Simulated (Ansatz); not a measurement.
## Relaxing GePt

Method: DFT r2SCAN, scalar-relativistic, plane waves, PAW (Ansatz).

The start is a database structure of GePt, space group Pnma (No. 62).

The final relaxation ran on this input, with the default PAW datasets:

```yaml
crystal:
  lattice:
    - [5.732, 0.0, 0.0]
    - [0.0, 3.701, 0.0]
    - [0.0, 0.0, 6.088]
  atoms:
    - { symbol: Ge, position: [0.805, 0.75, 0.59] }
    - { symbol: Ge, position: [0.195, 0.25, 0.41] }
    - { symbol: Ge, position: [0.695, 0.25, 0.09] }
    - { symbol: Ge, position: [0.305, 0.75, 0.91] }
    - { symbol: Pt, position: [0.99, 0.75, 0.195] }
    - { symbol: Pt, position: [0.01, 0.25, 0.805] }
    - { symbol: Pt, position: [0.51, 0.25, 0.695] }
    - { symbol: Pt, position: [0.49, 0.75, 0.305] }
basis:
  ecutwfc: 500
kpoints:
  mp_grid: { grid: [8, 10, 6] }
hamiltonian:
  xc: r2scan
scf:
  occupations: { method: gaussian, width: 0.1 }
output:
  forces: true
  stress: true
  eigenvalues: true
relax:
  adjacent_minimum: "off"
  f_tol: 0.01
  max_steps: 80
  cell: { stress_tol: 0.05 }
```

Launched as:

```bash
ansatz run input.yaml --threads 1 --pin off --max-ram 3072MiB --backend cpu --events-out ev --progress --plain --runs-dir out
```

Time: 22 min on 1 thread of Arm Neoverse V1, on a shared host, peak memory 1.3 GiB.

End of the output:

```
SCF converged after 6 iterations
Free energy (F): -67362.545375 eV
Harris-Foulkes:  -67362.545375 eV  (|F-HF|=1.46e-11)
Internal energy: -67362.533990 eV  (E = F + TS)
E sigma→0 (E₀):  -67362.539683 eV
Entropy (-TS):   -0.011385 eV (-1.423 meV/atom)
Fermi energy:    17.429645 eV
--- Per-component energies (eV) ---
  E_band       = -1217.601862
  E_kinetic    = 3002.574285
  E_local      = -15187.064957  (includes V_loc(G=0)·N_el)
  E_nonlocal   = 2486.546430
  E_hartree    = 6251.651124
  E_xc         = -1281.154611
  E_vxc        = -1630.126216  (∫ρ·V_xc dr)
  E_paw        = -46057.965108  (= ΣΔE_a)
  E_vpaw       = -2495.942640  (= ΣTr[D̂ρ^β])
  E_aug_tail   = 0.000663  (compensation charges beyond the density's cutoff)
  E_vtau       = 103.108286  (kinetic-family band-sum trace: ∫τ·v_τ [+ j·A + Jᵃ·Aᵃ] dr)
  E_ewald      = -16571.852776
  E_core_change = -5.269041  (= ΣΔE_core)
  E_smearing   = -0.011385  (= −TS)
  E_closure    =  0.000000  (closes the sum)
  Σ components = -67362.545375   (vs F -67362.545375, Δ=0.00e0)
--- Forces (eV/Å), atoms counted from 1 ---
  atom   1  Ge     0.00147895     0.00000000     0.00091724
  atom   2  Ge    -0.00147895     0.00000000    -0.00091724
  atom   3  Ge    -0.00147895     0.00000000     0.00091724
  atom   4  Ge     0.00147895     0.00000000    -0.00091724
  atom   5  Pt     0.00007184     0.00000000    -0.00069162
  atom   6  Pt    -0.00007184     0.00000000     0.00069162
  atom   7  Pt    -0.00007184     0.00000000    -0.00069162
  atom   8  Pt     0.00007184     0.00000000     0.00069162
  max |Σ_I F_I| component: 6.94e-18 eV/Å
--- Stress (GPa, compression-positive) ---
        0.042448       0.000000       0.000000
        0.000000      -0.021418       0.000000
        0.000000       0.000000       0.015096
  P = ⅓ Tr σ = 0.0120 GPa (0.120 kbar)
--- Relaxed structure (6 steps of the walk, 6 accepted, 1 SCFs on fresh bases) ---
  F+E_penalty+E_count = -67362.54537488 eV   max|allowed force component| = 1.479e-3 eV/Å   (the final SCF, on the basis selected at the relaxed cell)
  cell:  # Å, volume = 131.3368 Å³
    - [5.775524, 0.000000, 0.000000]
    - [0.000000, 3.707643, 0.000000]
    - [0.000000, 0.000000, 6.133341]
  atoms:
    - { symbol: Ge, position: [0.813160, 0.75, 0.586587] }
    - { symbol: Ge, position: [0.186840, 0.250000, 0.413413] }
    - { symbol: Ge, position: [0.686840, 0.250000, 0.086587] }
    - { symbol: Ge, position: [0.313160, 0.75, 0.913413] }
    - { symbol: Pt, position: [1.002754, 0.75, 0.193575] }
    - { symbol: Pt, position: [-0.002754, 0.250000, 0.806425] }
    - { symbol: Pt, position: [0.497246, 0.250000, 0.693575] }
    - { symbol: Pt, position: [0.502754, 0.75, 0.306425] }
```

Total energies depend on the potentials used, so only differences within one code and one set of settings carry meaning.

The result has space group Pnma (No. 62). Ge has 6 Pt at 2.48–2.68 Å and 2 Ge at 3.04 Å (next Ge at 3.52 Å); around Pt lie 6 Ge at 2.48–2.68 Å and 4 Pt at 2.97–3.01 Å.

Against the elements it lies at -0.47 eV/atom. Formation energies are uncorrected and refer to the elements' standard structures at the same level.

For metals, differences of a few meV/atom aren't resolved. Spin–orbit coupling is left out.

A structure relaxed within its symmetry needn't be a true minimum.